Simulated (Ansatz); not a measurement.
Molecule: BeH, charge 1, multiplicity 1. SMILES: [BeH+]
Geometry: optimised at B3LYP-D3(BJ)/def2-TZVP (Ansatz, a program for electronic structure).

Parts of the frozen-core correlation energy in def2-SVPD (Ansatz, hartree). Frozen orbitals: 1; correlated occupied orbitals by spin: 1 and 1; virtual: 18 and 18. Spin-orbit coupling is left out. No relativistic terms.

```json
[
 {"term": "reference (HF)", "value": "-14.83634"},
 {"term": "MP2 opposite-spin", "value": "…"},
 {"term": "MP2 same-spin", "value": "0.00000"},
 {"term": "CCSD correlation", "value": "…"},
 {"term": "(T)", "value": "…"},
 {"term": "T1 diagnostic", "value": "0.016"},
 {"term": "largest doubles amplitude", "value": "0.051"}
]
```

### Question
Complete the blanks.

### Answer

- MP2 opposite-spin, value: -0.02312
- CCSD correlation, value: -0.03179
- (T), value: 0.00000
